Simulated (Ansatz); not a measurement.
Steps of a relaxation of C$_{2}$H$_{4}$FNO, SMILES `N=COCF` with RKS PBE-D4/def2-SVP.

```sh
$ ansatz run in.yaml --threads 2 --pin off --events-out ev --progress --plain --max-ram 4352MiB
```

```yaml
crystal:
  periodic: [false, false, false]
  atoms:
    - {symbol: N, position_ang: [0.195400, 0.850300, -1.507100]}
    - {symbol: C, position_ang: [0.994000, 0.251200, -0.806200]}
    - {symbol: O, position_ang: [0.726800, -0.399900, 0.330600]}
    - {symbol: C, position_ang: [-0.489200, -0.403600, 0.863200]}
    - {symbol: F, position_ang: [-0.519900, -1.142800, 1.999300]}
    - {symbol: H, position_ang: [-0.798300, 0.900400, -1.144700]}
    - {symbol: H, position_ang: [2.087000, 0.178400, -1.078400]}
    - {symbol: H, position_ang: [-1.213500, -0.894800, 0.171700]}
    - {symbol: H, position_ang: [-0.893900, 0.614500, 1.154500]}
basis:
  gaussian: {orbitals: def2-SVP}
hamiltonian: {xc: pbe, dispersion: d4}
relax: {f_tol: 0.03, max_steps: 200}
```

Positions (Å) and forces (eV/Å) along the path, 7 of 7 steps:

```xyz
9
step=1 energy=-8376.4625 eV
N     0.195    0.850   -1.507   -3.537    2.611   -2.545
C     0.994    0.251   -0.806    2.589   -1.419    1.210
O     0.727   -0.400    0.331    3.012   -0.787    0.904
C    -0.489   -0.404    0.863   -3.263    0.171    0.760
F    -0.520   -1.143    1.999    0.564   -0.355    0.482
H    -0.798    0.900   -1.145    1.069   -0.163   -0.408
H     2.087    0.178   -1.078   -0.590   -0.120    0.284
H    -1.214   -0.895    0.172   -0.228    0.144   -0.298
H    -0.894    0.615    1.155    0.384   -0.081   -0.389
9
step=2 energy=-8376.7505 eV
N     0.193    0.906   -1.531   -0.509    0.440   -0.640
C     0.997    0.261   -0.801    0.072   -0.150    0.084
O     0.743   -0.405    0.353    1.620   -0.390    0.123
C    -0.510   -0.424    0.883   -1.762    0.174    0.600
F    -0.489   -1.160    2.031    0.230   -0.037   -0.096
H    -0.797    0.909   -1.216    0.360   -0.012    0.034
H     2.074    0.158   -1.064   -0.224    0.052    0.115
H    -1.242   -0.897    0.179    0.031    0.009   -0.056
H    -0.881    0.605    1.149    0.182   -0.086   -0.165
9
step=3 energy=-8376.8021 eV
N     0.189    0.900   -1.560    0.225   -0.010    0.030
C     0.988    0.240   -0.816   -0.324    0.312    0.159
O     0.761   -0.415    0.361    0.367   -0.072   -0.121
C    -0.532   -0.434    0.891   -0.384   -0.072    0.288
F    -0.473   -1.155    2.048   -0.014    0.144   -0.241
H    -0.776    0.961   -1.202   -0.021   -0.138   -0.001
H     2.067    0.176   -1.048    0.003   -0.132   -0.121
H    -1.252   -0.924    0.186    0.097    0.013    0.017
H    -0.883    0.604    1.122    0.051   -0.044   -0.011
9
step=4 energy=-8376.8089 eV
N     0.191    0.915   -1.551    0.134   -0.024    0.126
C     0.993    0.274   -0.793   -0.164   -0.259   -0.154
O     0.774   -0.405    0.373   -0.082    0.104   -0.066
C    -0.539   -0.431    0.894    0.128   -0.115    0.155
F    -0.478   -1.159    2.042   -0.070    0.138   -0.189
H    -0.781    0.935   -1.206   -0.004    0.015    0.037
H     2.057    0.140   -1.075   -0.003    0.137    0.057
H    -1.241   -0.923    0.175    0.062    0.014    0.017
H    -0.887    0.606    1.124   -0.001   -0.009    0.015
9
step=5 energy=-8376.8150 eV
N     0.189    0.912   -1.547    0.033   -0.015    0.003
C     0.989    0.257   -0.802   -0.030   -0.010    0.011
O     0.772   -0.413    0.367    0.019    0.008   -0.024
C    -0.536   -0.429    0.893   -0.007   -0.083    0.109
F    -0.485   -1.156    2.040   -0.020    0.079   -0.113
H    -0.783    0.930   -1.200    0.005   -0.006    0.016
H     2.061    0.160   -1.066   -0.036    0.018    0.002
H    -1.241   -0.917    0.175    0.022    0.010    0.001
H    -0.878    0.609    1.123    0.014   -0.001   -0.005
9
step=6 energy=-8376.8156 eV
N     0.186    0.910   -1.544    0.001   -0.002   -0.008
C     0.988    0.256   -0.801    0.007    0.003    0.018
O     0.774   -0.415    0.367    0.008   -0.003   -0.007
C    -0.535   -0.429    0.892    0.000   -0.039    0.052
F    -0.489   -1.153    2.038   -0.008    0.032   -0.047
H    -0.784    0.926   -1.194    0.001   -0.003    0.005
H     2.060    0.163   -1.066   -0.016    0.003   -0.005
H    -1.238   -0.914    0.171    0.004    0.005   -0.003
H    -0.874    0.611    1.120    0.003    0.004   -0.005
9
step=7 energy=-8376.8157 eV
N     0.184    0.908   -1.542    0.005   -0.001   -0.001
C     0.989    0.255   -0.800   -0.008    0.000    0.004
O     0.776   -0.417    0.368   -0.001    0.000   -0.001
C    -0.534   -0.429    0.891    0.000    0.001   -0.002
F    -0.493   -1.152    2.036    0.002   -0.001    0.001
H    -0.786    0.923   -1.190   -0.001   -0.001    0.001
H     2.059    0.165   -1.068    0.000    0.000    0.000
H    -1.236   -0.912    0.168    0.001    0.002   -0.001
H    -0.871    0.613    1.118    0.001   -0.001   -0.002
```

Hardware: 2 threads of an Arm Neoverse V1 on a shared host. Wall time 13 s, peak host memory 0.14 GiB.
